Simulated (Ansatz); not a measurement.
```yaml
crystal:
  periodic: [false, false, false]
  atoms:
    - {symbol: As, position_ang: [-1.146899, -0.155362, 0.244272]}
    - {symbol: As, position_ang: [1.140326, 0.158700, -0.271393]}
    - {symbol: H, position_ang: [-1.116050, 0.780828, 1.449033]}
    - {symbol: H, position_ang: [1.604621, -1.028974, 0.566886]}
basis:
  gaussian: {orbitals: def2-TZVP}
magnetization: {spin_polarized: true, initial_magnetization: 2}
hamiltonian: {xc: pbe0}
relax: {f_tol: 0.004, max_steps: 80}
```

```sh
$ ansatz run in.yaml --threads 1 --pin off --events-out ev --progress --plain --max-ram 2176MiB
```

Steps of the relaxation (energy above the last step; positions in Å, forces in eV/Å):

```
4
step 1, 11.2 meV
As   -1.147   -0.155    0.244   -0.454   -0.127    0.034
As    1.140    0.159   -0.271    0.426    0.141   -0.147
H    -1.116    0.781    1.449    0.029    0.044    0.059
H     1.605   -1.029    0.567   -0.002   -0.058    0.054
```

```
4
step 2, 0.2 meV
As   -1.167   -0.162    0.245   -0.036   -0.008    0.000
As    1.159    0.166   -0.278    0.032    0.009   -0.014
H    -1.109    0.780    1.450    0.009   -0.003    0.005
H     1.599   -1.028    0.571   -0.006    0.001    0.009
```

```
4
step 3, 0.0 meV
As   -1.169   -0.163    0.243   -0.002    0.009    0.000
As    1.160    0.168   -0.281    0.002   -0.008   -0.003
H    -1.100    0.775    1.450   -0.004   -0.005    0.002
H     1.591   -1.024    0.577    0.004    0.005    0.001
```

```
4
step 5, 0.0 meV
As   -1.171   -0.160    0.241    0.001    0.000    0.000
As    1.160    0.165   -0.284   -0.001    0.000    0.000
H    -1.099    0.772    1.453    0.000    0.000    0.000
H     1.592   -1.022    0.580    0.000    0.000    0.000
```

Close pairs at the end: As2–H4 1.530 Å, As1–H3 1.530 Å, As1–As2 2.411 Å.

A stationary point of unrestricted PBE0 after 5 steps, with ⟨S²⟩ = 2.008 against 2.00 for a pure state; no frequencies were run, so it isn't proven a minimum. 42 s on 1 thread of Arm Neoverse V1, shared host.
